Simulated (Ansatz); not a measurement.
**ClF₃ (singlet): wave-function methods side by side, cc-pV(D+d)Z**

The task here is to estimate one member of a computed series from the others.

The runs use Ansatz 0.2.0, Gaussian basis; cc-pV(D+d)Z, core rule «outside noble gas», up to 8 orbitals frozen.

To be run: UHF; CCSD(T) on RHF; BCCD(T) on RHF; CISD; CCSDT(Q) on RHF; CASSCF and MRCISD+Q, 20 electrons in 12 orbitals; CASSCF and NEVPT2, 20 electrons in 12 orbitals.

20 further runs of the same task are left out: 3 that didn't finish, 17 set aside as unsound or not needed.

**The geometry**

The geometry is an MP2(full)/6-31G* stationary point (not a proven minimum).

4 atoms, charge 0, spin multiplicity 1.

Atoms are counted from 1 here; the program's logs count them from 0.

Bond lengths: Cl1–F2 1.635 Å, Cl1–F3 1.718 Å, Cl1–F4 1.718 Å. Angles: F2–Cl1–F3 86.5°, F2–Cl1–F4 86.5°, F3–Cl1–F4 173.1°.

Set-up of the first run:

The input, in.yaml:

```yaml
crystal:
  periodic: [false, false, false]
  atoms:
    - {symbol: Cl, position_ang: [0.000000, 0.000000, 0.378560]}
    - {symbol: F, position_ang: [0.000000, 0.000000, -1.256582]}
    - {symbol: F, position_ang: [0.000000, 1.714544, 0.275074]}
    - {symbol: F, position_ang: [0.000000, -1.714544, 0.275074]}
basis:
  gaussian: {orbitals: "cc-pV(D+d)Z.json"}
magnetization: {spin_polarized: true, initial_magnetization: 0}
hamiltonian: {xc: hf}
output: {orbitals: {seedname: orbitals}}
```

The run is started by

```sh
$ ansatz run in.yaml --threads 1 --pin off --events-out ev --progress --plain --max-ram 4096MiB --backend cpu
```

Among the steps run: UHF; CCSD(T) on RHF; BCCD(T) on RHF; CISD; CCSDT(Q) on RHF; CASSCF and MRCISD+Q, 20 electrons in 12 orbitals; CASSCF and NEVPT2, 20 electrons in 12 orbitals.

One of the session's tables, all rows but one given; the rest of the session is left out.

| method | from RCCSDT(Q) (kcal/mol) |
| --- | --- |
| RHF | +492.90 |
| RMP2 | +21.98 |
| CISD | +78.21 |
| RCCSD | ? |
| RCCSD(T) | +2.49 |
| BCCD(T) | +2.21 |
| RCCSDT | +1.88 |
| RCCSDT(Q) | 0 |
| CASSCF valence | +438.59 |
| NEVPT2 valence | +37.50 |
| MRCISD valence | +57.86 |
| MRCISD+Q valence | +10.94 |

Q: Estimate the row for RCCSD from the others.

The run gave: from RCCSDT(Q) (kcal/mol): +15.25. In the column «from RCCSDT(Q) (kcal/mol)» it lies between MRCISD+Q valence (+10.94) and RMP2 (+21.98).
